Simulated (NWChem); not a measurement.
# HF/6-31G(d) (spherical functions) run of C3H4F2 (SMILES F/C=C\CF)

Aim: the energy change on altering one bond length of C3H4F2 at HF/6-31G* (spherical functions), from 2 runs. 

Program for the calculation: NWChem 7.3.0.

### Step 1. The system as given

C3H4F2 has 9 atoms, charge 0, and is taken as a singlet. As SMILES, `F/C=C\CF`. The coordinates come from a PBE0-D4/def2-TZVP relaxation. This is one conformer, not always the lowest.

Bond lengths: F1–C2 1.336 Å, C2–C3 1.320 Å, C3–C4 1.485 Å, C4–F5 1.387 Å, C2–H6 1.084 Å, C3–H7 1.084 Å, C4–H8 1.095 Å, C4–H9 1.091 Å. Some angles: F1–C2–C3 122.6°, C2–C3–C4 124.9°, C3–C4–F5 109.9°, F1–C2–H6 112.2°, C3–C2–H6 125.2°, C2–C3–H7 117.2°, C4–C3–H7 117.9°, C3–C4–H8 111.0°, C3–C4–H9 111.5°, F5–C4–H8 107.0°.

### Step 2. Energy and forces at HF/6-31G(d) (spherical functions)

Contents of input.nw:

```
echo
start input
memory total 2200 mb

geometry units bohr noautosym nocenter noautoz
  F     -3.34727188     1.31562733    -1.44412870
  C     -1.43014473    -0.15835905    -2.17091737
  C      0.51003708    -0.67160866    -0.68842723
  C      0.83053463     0.29328549     1.92638681
  F      3.13052030     1.53332378     2.14238251
  H     -1.67977755    -0.86681737    -4.07595028
  H      1.96985051    -1.89218277    -1.44677432
  H      0.84999881    -1.25988041     3.29322572
  H     -0.66631743     1.61911734     2.43188855
end

basis "ao basis" spherical bse
  * library 6-31G*
end

scf
  thresh 1e-08
  maxiter 80
end

task scf gradient
```

Run with:

```console
$ nwchem input.nw > input.out
```

Output:

```text
[...]
  functions       =    78
[...]
  wavefunction    = RHF
[...]
         Total SCF energy =   -314.762489244650
      One-electron energy =   -769.026140063528
      Two-electron energy =    285.821098616572
 Nuclear repulsion energy =    168.442552202306
        Time for solution =      9.1s
[...]
                         RHF ENERGY GRADIENTS
    atom               coordinates                        gradient
                 x          y          z           x          y          z
   1 F      -3.347272   1.315627  -1.444129   -0.005228   0.003933   0.001853
   2 C      -1.430145  -0.158359  -2.170917   -0.004139   0.002517  -0.000913
   3 C       0.510037  -0.671609  -0.688427    0.005122   0.002664   0.016433
   4 C       0.830535   0.293285   1.926387   -0.002032  -0.005585  -0.014097
   5 F       3.130520   1.533324   2.142383    0.010118   0.005967   0.001275
   6 H      -1.679778  -0.866817  -4.075950   -0.000837  -0.003388  -0.009067
   7 H       1.969851  -1.892183  -1.446774    0.004579  -0.004353  -0.002853
   8 H       0.849999  -1.259880   3.293226   -0.000383  -0.007109   0.005487
   9 H      -0.666317   1.619117   2.431889   -0.007199   0.005353   0.001883
[...]
```

Run time: 11 s. Hardware: 1 thread of Intel Xeon Platinum 8488C (Sapphire Rapids), shared host; peak memory 0.1 GiB.

### Step 3. The distorted shape: a single-point energy at HF/6-31G(d) (spherical functions)

Contents of work.nw:

```
start work
memory 2200 mb

geometry units atomic noautosym nocenter noautoz
 F   -4.88093770   2.49478808  -0.86271100
 C   -1.43014473  -0.15835905  -2.17091737
 C    0.51003708  -0.67160866  -0.68842723
 C    0.83053463   0.29328549   1.92638681
 F    3.13052030   1.53332378   2.14238251
 H   -1.67977755  -0.86681737  -4.07595028
 H    1.96985051  -1.89218277  -1.44677432
 H    0.84999881  -1.25988041   3.29322572
 H   -0.66631743   1.61911734   2.43188855
end

basis spherical bse
 * library 6-31G*
end

scf
 thresh 1e-08
 maxiter 80
 print low
end

task scf energy
```

Run with:

```console
$ nwchem work.nw > work.out
```

Output, shortened:

```text
[...]
  functions       =    78
[...]
  wavefunction    = RHF
[...]
         Total SCF energy =   -314.552599975148
      One-electron energy =   -733.153052389322
      Two-electron energy =    268.227669185335
 Nuclear repulsion energy =    150.372783228839
        Time for solution =     11.7s
 Task  times  cpu:       11.9s     wall:       11.9s
[...]
```

Wall time 13 s (1 thread of Intel Xeon Platinum 8488C (Sapphire Rapids), shared host); peak memory 0.098 GiB.

### Step 4. Outcome

Level: HF/6-31G* (spherical functions).

| quantity | value |
| --- | --- |
| first shape: total energy | -314.76249 Eh |
| first shape: dipole moment | 2.19 D |
| first shape: HOMO energy | -10.46 eV |
| first shape: LUMO energy | 4.56 eV |
| first shape: HOMO–LUMO gap | 15.02 eV |
| first shape: largest force on an atom | 0.896 eV/Å |
| distorted shape: total energy | -314.55260 Eh |
| energy change with the F1–C2 bond stretched from 1.336 to 2.405 Å | 5.711 eV |

One bond (distorted shape) is far stretched, which a spin-restricted single reference describes badly; a broken-symmetry solution may lie lower. With the F1–C2 bond stretched from 1.336 to 2.405 Å the energy rises by 5.71 eV (551 kJ/mol). The first shape isn't relaxed at this level, so the change isn't measured from a minimum. A restricted reference can't describe the breaking bond well at this length. The largest force (first shape) is 0.90 eV/Å: the shape isn't a stationary point for this species at this level.
